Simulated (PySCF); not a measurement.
# n-pentane: calculation and literature

Cartesian coordinates in Å; atom numbers follow the order of the lines, from 1:
```xyz
17

C    -2.5281   -0.2860    0.3032
C    -1.2307    0.4321    0.6523
C    -0.0157   -0.2477    0.0262
C     1.2846    0.4720    0.3754
C     2.4979   -0.2042   -0.2506
H    -3.3786    0.2148    0.7595
H    -2.6774   -0.3026   -0.7742
H    -2.5028   -1.3132    0.6602
H    -1.2824    1.4665    0.3042
H    -1.1096    0.4552    1.7380
H     0.0389   -1.2821    0.3747
H    -0.1350   -0.2706   -1.0599
H     1.2261    1.5069    0.0293
H     1.4015    0.4935    1.4616
H     2.4113   -0.2155   -1.3349
H     3.4102    0.3247    0.0150
H     2.5828   -1.2318    0.0964
```

Measured values that the calculation should reproduce: δ ¹³C C3 34.8; C2/C4 23.0; C1/C5 14.3; δ ¹H H6/H7/H8/H15/H16/H17 0.88 ppm (measured; solution, acetone-d6, 298 K; Fulmer et al., Organometallics 2010, 29, 2176).
δ ¹³C C3 35.8; C2/C4 23.8; C1/C5 14.5; δ ¹H H6/H7/H8/H15/H16/H17 0.90 ppm (measured; solution, TFE-d3, 298 K; Fulmer et al., Organometallics 2010, 29, 2176).

Theoretical values (PySCF 2.14.0 with density-fitted response routines): geometry: GFN2-xTB, NMR shieldings at PBE0/pcSseg-1/GIAO. One computed conformer, no relativistic terms, gas phase, fast rotation and ring inversion assumed for equivalent nuclei.

Question: What does the calculation give, and how does it compare?

Answer: 
Reference values: measured (solution, acetone-d6, 298 K; Fulmer et al., Organometallics 2010, 29, 2176).
| atoms | quantity | reference | computed | computed, scaled |
| --- | --- | --- | --- | --- |
| C3 | δ ¹³C | 34.8 | 40.2 | 37.0 |
| C2/C4 | δ ¹³C | 23.0 | 29.0 | 26.1 |
| C1/C5 | δ ¹³C | 14.3 | 17.4 | 14.7 |
| H6/H7/H8/H15/H16/H17 | δ ¹H | 0.88 | 1.05 | 1.08 |

Reference values: measured (solution, TFE-d3, 298 K; Fulmer et al., Organometallics 2010, 29, 2176).
```json
{"atoms": "C3", "quantity": "δ ¹³C", "reference": "35.8", "computed": "40.2", "computed, scaled": "37.0"}
{"atoms": "C2/C4", "quantity": "δ ¹³C", "reference": "23.8", "computed": "29.0", "computed, scaled": "26.1"}
{"atoms": "C1/C5", "quantity": "δ ¹³C", "reference": "14.5", "computed": "17.4", "computed, scaled": "14.7"}
{"atoms": "H6/H7/H8/H15/H16/H17", "quantity": "δ ¹H", "reference": "0.90", "computed": "1.05", "computed, scaled": "1.08"}
```

Computed shifts are σ(ref) − σ with the named reference compound (TMS for H and C) calculated as an isolated molecule at the same level. The measured values may be among those fitted. Scaled to experiment by linear calibration (H and C: mostly CDCl3 data, vs TMS): ¹H (scatter 0.17 ppm rms, 0.18 ppm with the 4 outliers that the fit left out); ¹³C (scatter 2.1 ppm rms, 2.3 ppm with the 13 outliers that the fit left out). A few per cent of atoms miss by over 2 rms, more outside the fitted compound classes.

Question: How far are the unscaled ¹³C shifts from the references?

Answer: Mean signed difference +4.50 ppm, mean absolute 4.50 ppm over 6 comparisons; the largest is +6.0 ppm at C2/C4 (sp3 CH2).

Question: How far are the unscaled ¹H shifts from the references?

Answer: Mean signed difference +0.16 ppm, mean absolute 0.16 ppm over 2 comparisons; the largest is +0.17 ppm at H6/H7/H8/H15/H16/H17 (hydrogen on a methyl carbon).

8 of the 55 published NMR values on file for this molecule are compared. The rest: values from further sources, protons in aromatic solvents, values whose atom or origin is in doubt.
